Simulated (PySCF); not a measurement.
# H3O+ (oxonium) at 3 levels

Wanted: a comparison of 3 runs (PBE0/6-31G, BCCD(T)/6-31G, NEVPT2(2,2)/6-31G) of H3O+ (oxonium). The job is set up through a Python script.

The results are computed with PySCF 2.14.0.

### 1 The structure to begin with

The species is H3O+ (4 atoms), meant as a singlet with charge +1. As SMILES, `[OH3+]`. The O1–H3 distance was set to 1.174 Å, away from the relaxed value.

Bond lengths: O1–H2 0.978 Å, O1–H4 0.978 Å. Angles: H2–O1–H4 113.0°.

### 2 A single-point energy at PBE0/6-31G (run 1)

calc.py reads:

```python
from pyscf import gto, dft

system = gto.Mole()
system.atom = '''
O      0.300114     0.005603     0.090130
H      0.337204     0.980743     0.158030
H     -0.408890    -0.368290    -0.767380
H      0.126004    -0.431147     0.947910
'''
system.basis = '6-31g'
system.verbose = 4
system.max_memory = 1860
system.charge = 1
system.build()

mf = dft.RKS(system, xc='pbe0')
mf.grids.level = 5
mf.conv_tol = 1e-10
mf.kernel()
if not mf.converged:
    mf = mf.newton().run(mf.mo_coeff, mf.mo_occ)

etot = mf.e_tot
print('E = %.10f Eh' % etot)
```

Launch:

```bash
$ OMP_NUM_THREADS=1 python calc.py
```

The program printed:

```text
PySCF version 2.14.0

[INPUT] num. atoms = 4
[INPUT] num. electrons = 10
[INPUT] charge = 1
[INPUT] spin (= nelec alpha-beta = 2S) = 0
[INPUT] symmetry False subgroup None
[INPUT] Mole.unit = angstrom
[INPUT] Symbol           X                Y                Z      unit          X                Y                Z       unit  Magmom
[INPUT]  1 O      0.300114000000   0.005603000000   0.090130000000 AA    0.567133266148   0.010588135476   0.170321015607 Bohr   0.0
[INPUT]  2 H      0.337204000000   0.980743000000   0.158030000000 AA    0.637223208108   1.853335668584   0.298633419465 Bohr   0.0
[INPUT]  3 H     -0.408890000000  -0.368290000000  -0.767380000000 AA   -0.772690115073  -0.695967234416  -1.450138033469 Bohr   0.0
[INPUT]  4 H      0.126004000000  -0.431147000000   0.947910000000 AA    0.238113050600  -0.814749749428   1.791290290736 Bohr   0.0

nuclear repulsion = 13.1751395448772
number of shells = 11
number of NR pGTOs = 34
number of NR cGTOs = 15
basis = 6-31g
ecp = {}

******** <class 'pyscf.dft.rks.RKS'> ********
method = RKS
initial guess = minao
damping factor = 0
level_shift factor = 0
DIIS = <class 'pyscf.scf.diis.CDIIS'>
diis_start_cycle = 1
diis_space = 8
diis_damp = 0
SCF conv_tol = 1e-10
SCF conv_tol_grad = None
SCF max_cycles = 50
direct_scf = True
direct_scf_tol = 1e-13
XC library pyscf.dft.libxc version 7.0.0
    S. Lehtola, C. Steigemann, M. J.T. Oliveira, and M. A.L. Marques.,  SoftwareX 7, 1–5 (2018)
XC functionals = pbe0
radial grids:
    Treutler-Ahlrichs [JCP 102, 346 (1995); DOI:10.1063/1.469408] (M4) radial grids

becke partition: Becke, JCP 88, 2547 (1988); DOI:10.1063/1.454033
pruning grids: <function nwchem_prune>
grids dens level: 5
symmetrized grids: False
atomic radii adjust function: <function treutler_atomic_radii_adjust>
small_rho_cutoff = 0
Set gradient conv threshold to 1e-05
Initial guess from minao.
tot grids = 113600
init E= -76.8371747021253
  HOMO = -0.462201336019204  LUMO = -0.0420433626673078  gap/eV = 11.43308
cycle= 1 E= -76.5496881376325  delta_E= 0.287  |g|= 0.301  |ddm|= 1.34
  HOMO = -0.661969155875708  LUMO = -0.286802575690558  gap/eV = 10.20880
cycle= 2 E= -76.5460313194415  delta_E= 0.00366  |g|= 0.357  |ddm|= 0.345
  HOMO = -0.735190464572962  LUMO = -0.303055938055253  gap/eV = 11.75898
cycle= 3 E= -76.5691015175285  delta_E= -0.0231  |g|= 0.0298  |ddm|=  0.2
  HOMO = -0.727414687565426  LUMO = -0.29626874460391  gap/eV = 11.73208
cycle= 4 E= -76.569259717885  delta_E= -0.000158  |g|= 0.000521  |ddm|= 0.0144
  HOMO = -0.727248958609227  LUMO = -0.296243888853576  gap/eV = 11.72825
cycle= 5 E= -76.5692597945958  delta_E= -7.67e-08  |g|= 4.21e-05  |ddm|= 0.000513
  HOMO = -0.72725999689629  LUMO = -0.296231382422731  gap/eV = 11.72889
cycle= 6 E= -76.5692597954981  delta_E= -9.02e-10  |g|= 5.73e-06  |ddm|= 7.68e-05
  HOMO = -0.727260698277305  LUMO = -0.296233046387781  gap/eV = 11.72886
cycle= 7 E= -76.5692597955151  delta_E= -1.71e-11  |g|= 4.59e-07  |ddm|= 1.11e-05
  HOMO = -0.727260562974979  LUMO = -0.296232942841306  gap/eV = 11.72886
Extra cycle  E= -76.5692597955153  delta_E= -1.71e-13  |g|= 4.48e-07  |ddm|= 6.36e-07
converged SCF energy = -76.5692597955153
E = -76.5692597955 Eh
```

It took 1.5 s on 1 thread of Intel Xeon Platinum 8375C at 2.90GHz (Ice Lake), shared host; peak memory 0.16 GiB.

### 3 A single-point energy at BCCD(T)/6-31G (run 2)

run.py reads:

```python
from pyscf import gto, scf, cc
from pyscf.cc.bccd import bccd_kernel_

mol = gto.M(
    atom='O 0.300114 0.005603 0.090130; H 0.337204 0.980743 0.158030; H -0.408890 -0.368290 -0.767380; H 0.126004 -0.431147 0.947910',
    max_memory=1860,
    basis='6-31g',
    charge=1,
    verbose=4,
)

hf = scf.RHF(mol)
hf.conv_tol = 1e-10
hf.kernel()
if not hf.converged:
    hf = hf.newton().run(hf.mo_coeff, hf.mo_occ)

mycc = cc.CCSD(hf, frozen=1).run()
mycc = bccd_kernel_(mycc, diis=True)
e_t = mycc.ccsd_t()
e_final = mycc.e_tot + e_t
print(f'total energy: {e_final:.8f} hartree')
```

Launch:

```bash
$ OMP_NUM_THREADS=1 python run.py
```

The program printed:

```text
PySCF version 2.14.0

[INPUT] num. atoms = 4
[INPUT] num. electrons = 10
[INPUT] charge = 1
[INPUT] spin (= nelec alpha-beta = 2S) = 0
[INPUT] symmetry False subgroup None
[INPUT] Mole.unit = angstrom
[INPUT] Symbol           X                Y                Z      unit          X                Y                Z       unit  Magmom
[INPUT]  1 O      0.300114000000   0.005603000000   0.090130000000 AA    0.567133266148   0.010588135476   0.170321015607 Bohr   0.0
[INPUT]  2 H      0.337204000000   0.980743000000   0.158030000000 AA    0.637223208108   1.853335668584   0.298633419465 Bohr   0.0
[INPUT]  3 H     -0.408890000000  -0.368290000000  -0.767380000000 AA   -0.772690115073  -0.695967234416  -1.450138033469 Bohr   0.0
[INPUT]  4 H      0.126004000000  -0.431147000000   0.947910000000 AA    0.238113050600  -0.814749749428   1.791290290736 Bohr   0.0

nuclear repulsion = 13.1751395448772
number of shells = 11
number of NR pGTOs = 34
number of NR cGTOs = 15
basis = 6-31g
ecp = {}

[... 37 lines left out ...]
converged SCF energy = -76.2434343903421
[... 12 lines left out ...]
Init t2, MP2 energy = -76.3792193678297  E_corr(MP2) -0.135784977487636
[... 10 lines left out ...]
CCSD converged
[... 24 lines left out ...]
CCSD converged
[... 22 lines left out ...]
CCSD converged
[... 3 lines left out ...]
******** <class 'pyscf.cc.ccsd.CCSD'> ********
CC2 = 0
CCSD nocc = 4, nmo = 14
frozen orbitals 1
max_cycle = 50
direct = 0
conv_tol = 1e-07
conv_tol_normt = 1e-05
diis_space = 6
diis_start_cycle = 0
diis_start_energy_diff = 1e+09
Init E_corr(CCSD) = -0.14492348286254
cycle = 1  E_corr(CCSD) = -0.144942706673459  dE = -1.92238109e-05  norm(t1,t2) = 0.000506337
cycle = 2  E_corr(CCSD) = -0.144934462022646  dE = 8.24465081e-06  norm(t1,t2) = 4.82817e-05
cycle = 3  E_corr(CCSD) = -0.14493474985509  dE = -2.87832443e-07  norm(t1,t2) = 1.03863e-05
cycle = 4  E_corr(CCSD) = -0.144934152694758  dE = 5.97160332e-07  norm(t1,t2) = 2.94402e-06
cycle = 5  E_corr(CCSD) = -0.14493412429387  dE = 2.84008878e-08  norm(t1,t2) = 6.19603e-07
CCSD converged
E(CCSD) = -76.38686723751043  E_corr = -0.1449341242938699
BCC iter:    2  E:     -76.386867237510  dE:    2.156e-06  |t1|:    5.708e-06
CCSD(T) correction = -0.00143989350431722
total energy: -76.38830713 hartree
```

Wall time 1.1 s (1 thread of Intel Xeon Platinum 8375C at 2.90GHz (Ice Lake), shared host); peak memory 0.1 GiB.

### 4 The energy at NEVPT2(2,2)/6-31G (run 3)

input.py reads:

```python
import numpy
from pyscf import gto, scf, mp, mcscf, mrpt

mol = gto.M(
    atom='O 0.300114 0.005603 0.090130; H 0.337204 0.980743 0.158030; H -0.408890 -0.368290 -0.767380; H 0.126004 -0.431147 0.947910',
    verbose=3,
    basis='6-31g',
    charge=1,
    max_memory=1860,
)

calc0 = mol.RHF()
calc0.conv_tol = 1e-10
calc0.kernel()
if not calc0.converged:
    calc0 = calc0.newton().run(calc0.mo_coeff, calc0.mo_occ)

pt = mp.MP2(scf.addons.convert_to_uhf(calc0)).run()
noons, natorbs = mcscf.addons.make_natural_orbitals(pt)
print('natural occupations', numpy.round(noons[:40], 4))
cas = mcscf.CASSCF(calc0, 2, 2)
cas.fix_spin_(ss=0.0)
cas.natorb = True
cas.kernel(natorbs)
e_pt2 = mrpt.NEVPT(cas).kernel()
e_tot = cas.e_tot + e_pt2
print('Final energy', e_tot)
```

Launch:

```bash
$ OMP_NUM_THREADS=1 python input.py
```

The program printed:

```text
converged SCF energy = -76.2434343903421
E(UMP2) = -76.3802907537432  E_corr = -0.136856363401158
E(SCS-UMP2) = -76.3806255181471  E_corr = -0.137191127805081
natural occupations [2.0000e+00 1.9889e+00 1.9805e+00 1.9766e+00 1.9720e+00 2.5100e-02
 2.0400e-02 1.8500e-02 1.2000e-02 2.0000e-03 1.9000e-03 1.4000e-03
 2.0000e-04 2.0000e-04 1.0000e-04]
CASSCF energy = -76.2683265112314
CASCI E = -76.2683265112314  E(CI) = -2.97355004105847  S^2 = 0.0000000
Sr    (-1)',   E = 0.00000000000005
Si    (+1)',   E = 0.00000000000001
Sijrs (0)  ,   E = -0.07167418325522
Sijr  (+1) ,   E = -0.00115638052986
Srsi  (-1) ,   E = -0.01088790425548
Srs   (-2) ,   E = -0.00121175259574
Sij   (+2) ,   E = -0.00037219703644
Sir   (0)' ,   E = -0.03073926904779
Nevpt2 Energy = -0.116041686720473
Final energy -76.38436819795186
```

Wall time 0.81 s (1 thread of Intel Xeon Platinum 8375C at 2.90GHz (Ice Lake), shared host); peak memory 0.12 GiB.

### 5 Overview of the runs

| run | level | integration grid | frozen core orbitals | energy (Eh) | HOMO energy (eV) | LUMO energy (eV) | HOMO–LUMO gap (eV) | wall time |
| --- | --- | --- | --- | --- | --- | --- | --- | --- |
| 1 | PBE0/6-31G | 5 | – | -76.569260 | -19.79 | -8.06 | 11.73 | 1.5 s |
| 2 | BCCD(T)/6-31G | – | 1 | -76.388307 | – | – | – | 1.1 s |
| 3 | NEVPT2(2,2)/6-31G | – | – | -76.384368 | -25.16 | -4.21 | 20.95 | 0.81 s |

### 6 Results

| quantity | value |
| --- | --- |
| run 3: total energy | -76.38437 Eh |
| run 3: HOMO energy (Hartree–Fock orbitals) | -25.16 eV |
| run 3: LUMO energy (Hartree–Fock orbitals) | -4.21 eV |
| run 3: HOMO–LUMO gap (Hartree–Fock orbitals) | 20.95 eV |

All runs together took 3.4 s, the longest 1.5 s.
